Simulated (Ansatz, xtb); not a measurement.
Species: C2H2F, net charge 0, doublet state. It need not be the lowest isomer of its formula. 
Coordinates optimised at B3LYP-D3(BJ)/def2-TZVP (Ansatz, a first-principles code):
```xyz
5

C      0.0300     0.3889     0.0008
C      1.2398    -0.0873    -0.0066
F     -1.0719    -0.3912     0.0045
H     -0.2254     1.4461     0.0047
H      2.2534     0.2654    -0.0109
```
Charge 0, spin multiplicity 2.

Harmonic wavenumbers from GFN2-xTB (xtb, at its own minimum), cm⁻¹: 422, 635, 653, 718, 1039, 1194, 1719, 2817, 3264.

Give the harmonic wavenumbers at B3LYP-D3(BJ)/def2-TZVP (Ansatz, finite differences of forces, unscaled).

478, 643, 731, 818, 1094, 1291, 1682, 3124, 3315 cm⁻¹. Zero-point energy 18.8 kcal/mol.

From these and the geometry, give the ideal-gas thermochemistry at 298.15 K and 1 atm (rigid rotor, harmonic oscillator).

Point group Cs, rotational symmetry number 1. Rotational constants 88.94, 10.87, 9.689 GHz. S(trans) 37.34, S(rot) 21.07, S(vib) 1.66, S(elec, spin only) 1.38, S 61.4 cal/(mol K). H(298) - H(0) 2.74 kcal/mol; G - E(el) 3.3 kcal/mol.
